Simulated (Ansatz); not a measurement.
Consider the isomerisation: `C=CCC(=O)O` → `O=CC1(O)CC1`.

Gas-phase electronic energies from Ansatz, PBE0-D4/def2-TZVP geometries. CCSD(T)/CBS adds triple-zeta CCSD(T) − MP2 to the extrapolated MP2 energy (def2 sets, frozen cores). Functionals use def2-TZVPP. Each species was taken in one conformer, which may not be the lowest.

`C=CCC(=O)O`:

```xyz
12

C     0.752    0.719   -1.911
C    -0.145    0.171   -1.106
C     0.198   -0.548    0.154
C    -0.645   -0.121    1.326
O    -1.681    0.479    1.266
O    -0.106   -0.527    2.489
H     1.814    0.686   -1.689
H     0.456    1.222   -2.824
H    -1.202    0.232   -1.344
H     0.020   -1.627    0.041
H     1.254   -0.442    0.411
H    -0.714   -0.246    3.187
```

`O=CC1(O)CC1`:

```xyz
12

O    -1.076    1.918   -1.178
C    -0.584    0.820   -1.089
C    -0.089    0.297    0.188
O    -0.237    1.161    1.251
C     1.119   -0.606    0.152
C    -0.223   -1.185    0.436
H    -0.480    0.150   -1.965
H    -0.656    1.952    0.878
H     1.796   -0.465    0.985
H     1.590   -0.808   -0.802
H    -0.703   -1.797   -0.318
H    -0.458   -1.438    1.461
```

```csv
level,ΔE (kJ/mol)
B2PLYP,113.4
CCSD(T)/def2-TZVPP,110.3
```

Problem. What does CCSD(T)/CBS give? (An estimate is asked.)

Solution. Computed: +110.8 kJ/mol. The listed levels differ from it by 2.6, -0.5 kJ/mol.

Largest T1 diagnostic among the species: 0.014.

In def2-TZVPP, CCSD(T) changes the Hartree–Fock value by −21.5 kJ/mol (the triples alone add −1.0 kJ/mol) and MP2 by −30.4 kJ/mol.
